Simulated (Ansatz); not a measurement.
For Se (model structure, started from the hcp type, P6₃/mmc, No. 194, 2 atoms in the cell), PBE-D3(BJ) in Ansatz (PAW) gives:

```
Quantity               Value
-------------------  -------
lattice constant a   3.575 Å
lattice parameter c  3.829 Å
```

Problem. What does r²SCAN (plane waves, PAW; Ansatz, a quantum-chemistry and plane-wave program) give for the same quantities?

Solution. 
- lattice constant a: 3.647 Å (increases by 2.0 %)
- lattice parameter c: 3.820 Å (decreases by 0.2 %)

Changes are worked out from the printed values.

Unless a cell is named, each level is at its own relaxed cell (PBE-D3(BJ) 21.20, r²SCAN 22.00 Å³/atom).

Ansatz's density-functional and Hartree–Fock values are scalar-relativistic unless marked +SOC, with PAW data made under PBE.

A model structure was made by putting elements into a prototype or built by hand; it is no filed structure, need not be a known phase, and can be a saddle point held by its symmetry.
